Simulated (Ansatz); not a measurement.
## Redistribution: C5H11Cl + C2H4F2O → C4H9Cl + C3H6F2O

Species: C5H11Cl (2-chloro-3-methylbutane) `CC(C)C(C)Cl`, singlet; C2H4F2O `COC(F)F`, singlet; C4H9Cl `CC(C)CCl`, singlet; C3H6F2O `CCOC(F)F`, singlet. The partners trade CH3 for H; both sit on C, so the bond types are kept.

Shapes, held fixed at every level: PBE0-D4/def2-TZVP. Flexible molecules stand in one conformer, not always the lowest. Programs: Ansatz 0.2.0. Electronic energies: no zero-point or thermal term.

```tsv
level	kind	ΔE (kJ/mol)	less CCSD(T)/CBS estimate
r2SCAN-D4/def2-TZVPP	meta-GGA	-1.7	-2.0
B3LYP-D4/def2-TZVPP	global hybrid	-2.6	-2.9
PBE0-D4/def2-TZVPP	global hybrid	-2.4	-2.7
B2PLYP/def2-TZVPP	double hybrid	-4.0	-4.3
MP2/def2-TZVPP	perturbation theory	+3.0	+2.7
CCSD(T)/def2-TZVPP	coupled cluster or CI	0.0	-0.3
CCSD/def2-TZVPP	coupled cluster or CI	-1.9	-2.2
CCSD(T)/CBS estimate	coupled cluster or CI	+0.3	0.0
```

The highest level, CCSD(T)/CBS estimate, gives ΔE = +0.3 kJ/mol; the levels span -4.0 to +3.0. That is about zero within the method's error. They disagree on the sign: 2 of 8 are positive. The column of differences is taken from that level and isn't an error. No measured value is set beside it here. The CBS estimate extrapolates MP2 from def2-TZVPP and def2-QZVPP and adds CCSD(T) − MP2 in the triple-zeta set, cores frozen.
